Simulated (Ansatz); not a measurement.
**Fe (model structure, started from the simple cubic type, Pm-3m, No. 221, 1 atom in the cell)**

These are r²SCAN (plane waves, PAW; Ansatz, a quantum-chemistry and plane-wave program) values and carry that method's errors.

Settings: plane-wave cutoff 500 eV, 30×30×30 k mesh, Fermi–Dirac smearing 0.1 eV, spin-polarised with parallel moments, scalar-relativistic PAW data made under PBE.

Cell (relaxed at this level):

```yaml
crystal:
  lattice:
    - [2.41195, 0.00000, 0.00000]
    - [0.00000, 2.41195, 0.00000]
    - [0.00000, 0.00000, 2.41195]
  atoms:
    - { symbol: Fe, position: [0.00000, 0.00000, 0.00000] }
```

```
Item      Value
--------  -----
band gap   none
```

Note: the magnetic order was assumed, not searched for or taken from measurement; a magnet's gap depends somewhat on the PAW data; the relaxation could raise the start's symmetry but not lower it, so the cell can be a saddle point.

Static lattice: no zero-point or thermal effects.

A model structure was made by putting elements into a prototype or built by hand; it is no filed structure, need not be a known phase, and can be a saddle point held by its symmetry.
